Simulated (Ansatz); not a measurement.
# Two structures, one formula

Two relaxed structures of SiH₅S₂ (charge +1), singlet (PBE0-D4/def2-TZVP; forces vanish, vibrations not checked).

A:

```csv
atom,x (Å),y (Å),z (Å)
Si1,-0.8505,1.1564,-0.5551
S2,0.2417,0.2245,1.1408
S3,0.9103,-1.4628,0.1980
H4,-1.9187,0.2169,-0.9497
H5,0.1391,1.4050,-1.6219
H6,-1.3171,2.3649,0.1525
H7,2.2212,-1.4753,0.5471
H8,0.5740,-2.4297,1.0883
```

B:

```csv
atom,x (Å),y (Å),z (Å)
Si1,-0.8520,1.2262,-0.5101
S2,0.6254,0.4122,1.0096
S3,0.8940,-1.5068,0.3211
H4,-1.8321,0.1367,-0.6695
H5,0.0539,1.4507,-1.6492
H6,-1.3334,2.4293,0.1945
H7,2.2006,-1.5218,0.6530
H8,-0.2253,0.2092,2.0440
```

Program: Ansatz 0.2.0. Basis: def2-TZVPP. Cores are frozen in the correlated methods. B3LYP uses VWN-RPA correlation.

(1) Which structure is lower at CCSD(T), and by how much? (Judge from chemistry; the value comes from the calculation.)

No T1 diagnostic of these runs exceeds 0.013.

## Answers

(1) By the calculation: B, by 18.8 kJ/mol (electronic energy, against the other). By their contacts, A is SiH₅S₂ ([SiH3][S][SH2]), total charge +1 and B is SiH₅S₂ ([SiH3][SH][SH]), total charge +1.

All methods give the same order:

```tsv
method	E(B) − E(A) (kJ/mol)
PBE-D4	-15.5
r2SCAN-D4	-15.4
PBE0-D4	-16.2
B3LYP-D4	-18.1
wB97M-V	-18.5
HF	-19.1
MP2	-17.8
CCSD	-19.4
CCSD(T)	-18.8
```

Labels in which every atom is bracketed show which atoms are joined, not bond orders.

For scale, one of the runs: CCSD(T)/def2-TZVPP, 196 basis functions, launched by `ansatz run in.yaml --threads 2 --pin off --events-out ev --progress --plain --max-ram 4352MiB`. The run took 34 s on 2 CPU threads of an Arm Neoverse V2 (shared host), with 2 GiB of host memory at its peak.
